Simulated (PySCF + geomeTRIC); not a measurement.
Species: C₂H₄O₂, SMILES `CC(=O)O` (O–C–O–H torsion 0°) (charge 0, multiplicity 1).

Task: Give a relaxed geometry from PySCF + geomeTRIC with B3LYP-D3(BJ)/def2-TZVP.

Result: One answer among several that fit: the end point of this relaxation, one of several conformers (outside a Z-matrix the atoms follow the SMILES, hydrogens last).
Z-matrix (Å, degrees):
```
C
O 1 1.2026
O 1 1.3557 2 122.39
H 3 0.9701 1 106.86 2 0.03
C 1 1.5011 2 126.07 3 179.99
H 5 1.0857 1 109.56 2 0.15
H 5 1.0907 6 110.14 1 -120.89
H 5 1.0907 6 110.13 7 -118.25
```
